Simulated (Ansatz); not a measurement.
Ansatz (a program for electronic structure) input (B3LYP-D3(BJ)/def2-TZVP):

Ansatz 0.2 input:
```yaml
crystal:
  periodic: [false, false, false]
  atoms:
    - {symbol: C, position_ang: [-0.02065001, -0.00597282, -0.01684331]}
    - {symbol: N, position_ang: [-0.01184125, 0.02460739, 1.10748803]}
    - {symbol: H, position_ang: [-0.02931149, -0.03609446, -1.12623003]}
basis:
  gaussian:
    orbitals: def2-TZVP
hamiltonian:
  xc: b3lyp
  dispersion: d3bj
total_charge: 1
magnetization: {spin_polarized: true, initial_magnetization: 1}
relax: {f_tol: 0.002, max_steps: 150}
```

Output:

```
Functional definition: B3LYP
integrals: 0.01 GiB planned
379 factors; their error is unknown
mean field: 0.14 GiB planned
mean field evaluation 1: about -2523.7023 eV, gradient 3.8e1 eV
mean field evaluation 2: about -2520.8446 eV, gradient 4.4e1 eV
mean field evaluation 4: about -2529.2104 eV, gradient 1.6e0 eV
mean field evaluation 8: about -2529.2305 eV, gradient 6.2e-2 eV
mean field evaluation 16: about -2529.2353 eV, gradient 7.6e-4 eV
mean field evaluation 32: about -2529.3897 eV, gradient 1.8e-5 eV
mean field evaluation 64: about -2529.3926 eV, gradient 7.8e-2 eV
mean field evaluation 96: about -2529.3897 eV, gradient 2.6e-5 eV
mean field -2529.38970906 eV, -92.9533573260 hartree, gradient 1.9e-10 eV, S^2 0.756931; 3 other end points of the search recorded, 0 dependent functions left out
the calculation of the forces begins
reference -2529.38985531 eV, -92.9533627006 hartree; 7, 6 occupied and 61, 62 virtual orbitals, 379 factors
WARN: the results are in doubt because the forces break the atoms' symmetry
relax step   1: F+E_penalty+E_count = -2529.42929917 eV  Δ(F+E_penalty+E_count) = +0.000e0 eV  max|allowed force component| = 9.215e0 eV/Å  Δτ_max = 0.0000 Å  (722 SCF iters, accepted)
these checks for a lower state are left out or cut short: starts, cluster_reference, orbital_swaps, neighbouring_geometries, increment
integrals: 0.01 GiB planned
379 factors; their error is unknown
mean field: 0.14 GiB planned
mean field evaluation 128: about -2529.7600 eV, gradient 4.9e-3 eV
mean field -2529.75997470 eV, -92.9669643373 hartree, gradient 1.4e-10 eV, S^2 0.751982; 1 other end points of the search recorded, 0 dependent functions left out
the calculation of the forces begins
reference -2529.76012451 eV, -92.9669698427 hartree; 7, 6 occupied and 61, 62 virtual orbitals, 379 factors
relax step   2: F+E_penalty+E_count = -2529.79944017 eV  Δ(F+E_penalty+E_count) = -3.701e-1 eV  max|allowed force component| = 1.348e0 eV/Å  Δτ_max = 0.0420 Å  (151 SCF iters, accepted)
these checks for a lower state are left out or cut short: starts, cluster_reference, orbital_swaps, neighbouring_geometries, increment
integrals: 0.01 GiB planned
379 factors; their error is unknown
mean field: 0.14 GiB planned
mean field evaluation 160: about -2529.7680 eV, gradient 1.2e-1 eV
mean field -2529.76819567 eV, -92.9672664522 hartree, gradient 2.2e-10 eV, S^2 0.751972; 0 other end points of the search recorded, 0 dependent functions left out
the calculation of the forces begins
reference -2529.76834604 eV, -92.9672719784 hartree; 7, 6 occupied and 61, 62 virtual orbitals, 379 factors
relax step   3: F+E_penalty+E_count = -2529.80763523 eV  Δ(F+E_penalty+E_count) = -8.195e-3 eV  max|allowed force component| = 3.683e-2 eV/Å  Δτ_max = 0.0080 Å  (132 SCF iters, accepted)
these checks for a lower state are left out or cut short: starts, cluster_reference, orbital_swaps, neighbouring_geometries, increment
integrals: 0.01 GiB planned
379 factors; their error is unknown
mean field: 0.14 GiB planned
mean field -2529.76825107 eV, -92.9672684881 hartree, gradient 5.6e-6 eV, S^2 0.751959; 0 other end points of the search recorded, 0 dependent functions left out
the calculation of the forces begins
reference -2529.76840144 eV, -92.9672740144 hartree; 7, 6 occupied and 61, 62 virtual orbitals, 379 factors
relax step   4: F+E_penalty+E_count = -2529.80769039 eV  Δ(F+E_penalty+E_count) = -5.516e-5 eV  max|allowed force component| = 3.391e-2 eV/Å  Δτ_max = 0.0009 Å  (63 SCF iters, accepted)
these checks for a lower state are left out or cut short: starts, cluster_reference, orbital_swaps, neighbouring_geometries, increment
integrals: 0.01 GiB planned
379 factors; their error is unknown
mean field: 0.14 GiB planned
mean field evaluation 192: about -2529.7686 eV, gradient 1.1e-6 eV
mean field -2529.76856066 eV, -92.9672798655 hartree, gradient 8.6e-6 eV, S^2 0.751877; 0 other end points of the search recorded, 0 dependent functions left out
the calculation of the forces begins
reference -2529.76871100 eV, -92.9672853904 hartree; 7, 6 occupied and 61, 62 virtual orbitals, 379 factors
relax step   5: F+E_penalty+E_count = -2529.80800160 eV  Δ(F+E_penalty+E_count) = -3.112e-4 eV  max|allowed force component| = 6.488e-2 eV/Å  Δτ_max = 0.0115 Å  (179 SCF iters, accepted)
these checks for a lower state are left out or cut short: starts, cluster_reference, orbital_swaps, neighbouring_geometries, increment
integrals: 0.01 GiB planned
379 factors; their error is unknown
mean field: 0.14 GiB planned
mean field evaluation 224: about -2529.7686 eV, gradient 8.6e-6 eV
mean field -2529.76858790 eV, -92.9672808664 hartree, gradient 8.8e-11 eV, S^2 0.751879; 0 other end points of the search recorded, 0 dependent functions left out
the calculation of the forces begins
reference -2529.76873824 eV, -92.9672863916 hartree; 7, 6 occupied and 61, 62 virtual orbitals, 379 factors
relax step   6: F+E_penalty+E_count = -2529.80802650 eV  Δ(F+E_penalty+E_count) = -2.489e-5 eV  max|allowed force component| = 6.710e-4 eV/Å  Δτ_max = 0.0006 Å  (301 SCF iters, accepted)
integrals: 0.01 GiB planned
379 factors; their error is unknown
mean field: 0.14 GiB planned
mean field evaluation 256: about -2529.7712 eV, gradient 2.6e-1 eV
mean field evaluation 288: about -2529.7686 eV, gradient 1.6e-3 eV
mean field evaluation 320: about -2529.0516 eV, gradient 8.1e0 eV
mean field -2529.76858790 eV, -92.9672808664 hartree, gradient 8.8e-11 eV, S^2 0.751879; 6 other end points of the search recorded, 0 dependent functions left out
the calculation of the forces begins
reference -2529.76873824 eV, -92.9672863916 hartree; 7, 6 occupied and 61, 62 virtual orbitals, 379 factors
Total energy: -2529.80817684 eV, -92.9687357334 hartree
Atom 0 at    -0.020907    -0.006868    -0.049840 Å, force    -0.000002     0.000002    -0.000671 eV/Å
Atom 1 at    -0.011255     0.026311     1.157057 Å, force     0.000003     0.000006     0.000569 eV/Å
Atom 2 at    -0.029640    -0.036903    -1.142802 Å, force    -0.000001    -0.000008     0.000102 eV/Å
Dipole moment:    -0.005482    -0.018841    -0.685353 e Å
```
